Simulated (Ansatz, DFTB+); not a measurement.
Volume per atom (Å³/atom) of solids drawn from the class of elemental solids other than molecular ones, at two levels: GFN1-xTB as cut by DFTB+ (DFTB+), and r²SCAN (plane waves, PAW; Ansatz, a first-principles code).

```json
[
 {"solid": "double-hcp La", "GFN1-xTB as cut by DFTB+": "79.17", "r²SCAN": "37.27", "shift (%)": "-53"},
 {"solid": "hcp Y", "GFN1-xTB as cut by DFTB+": "50.19", "r²SCAN": "33.48", "shift (%)": "-33"},
 {"solid": "hcp Re", "GFN1-xTB as cut by DFTB+": "17.23", "r²SCAN": "14.70", "shift (%)": "-14.7"},
 {"solid": "hcp Lu", "GFN1-xTB as cut by DFTB+": "41.88", "r²SCAN": "29.01", "shift (%)": "-31"},
 {"solid": "hcp Mg", "GFN1-xTB as cut by DFTB+": "42.47", "r²SCAN": "22.57", "shift (%)": "-47"},
 {"solid": "hcp Be", "GFN1-xTB as cut by DFTB+": "10.64", "r²SCAN": "7.91", "shift (%)": "-26"},
 {"solid": "hcp Zr", "GFN1-xTB as cut by DFTB+": "41.08", "r²SCAN": "23.50", "shift (%)": "-43"},
 {"solid": "hcp Tc", "GFN1-xTB as cut by DFTB+": "16.09", "r²SCAN": "14.20", "shift (%)": "-11.7"},
 {"solid": "hcp Ru", "GFN1-xTB as cut by DFTB+": "14.24", "r²SCAN": "13.49", "shift (%)": "-5.3"},
 {"solid": "hcp Hf", "GFN1-xTB as cut by DFTB+": "38.36", "r²SCAN": "22.35", "shift (%)": "-42"}
]
```

The shifts run from -53 % to -5.3 %, with a median of -32 %.

Over all 10 rows r²SCAN is the larger in 0.

Ansatz's runs of these crystals have no spin polarisation. A magnetic state wasn't tried for hcp Y with meta-GGA or hybrid levels, which favour moments.

Spin–orbit coupling is left out, also for the solids with elements from indium on (double-hcp La, hcp Re, hcp Lu, hcp Hf); its size isn't shown.

Caveats: codes differ in how they cut the long-range tail of xTB's charge interaction in a crystal, so the value belongs to this code (GFN1-xTB as cut by DFTB+: double-hcp La, hcp Y, hcp Re, hcp Lu, hcp Mg, hcp Be and 4 more); the cell moved over 20 % in volume from its start (GFN1-xTB as cut by DFTB+: double-hcp La, hcp Y, hcp Lu, hcp Mg, hcp Be, hcp Zr and 1 more); the method was fitted mainly to molecules (GFN1-xTB as cut by DFTB+: double-hcp La, hcp Y, hcp Re, hcp Lu, hcp Mg, hcp Be and 4 more). Ansatz's density-functional and Hartree–Fock values are scalar-relativistic unless marked +SOC, with PAW data made under PBE.
